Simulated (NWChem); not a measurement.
Species: N$_{2}$H cation; SMILES N#[NH+]

```xyz
3

N      0.0000     0.0000     0.6578
N      0.0000     0.0000    -0.4350
H      0.0000     0.0000    -1.4794
```
Atoms are numbered in this order, from 1.

Program: NWChem. Structure relaxed at the PBE0/def2-SVP level. B3LYP is NWChem's, with the RPA form of VWN correlation. Atomic charges in e: unrestrained fits to the electrostatic potential beside Mulliken populations; the two definitions need not agree.

What does the run give for B3LYP/def2-SVP? Quantities: ESP N1; Mulliken N1; ESP N2; Mulliken N2; relative RMS misfit of the potential (%).


```json
{
 "ESP N1": "0.25",
 "Mulliken N1": "0.39",
 "ESP N2": "0.30",
 "Mulliken N2": "0.28",
 "relative RMS misfit of the potential (%)": "2"
}
```
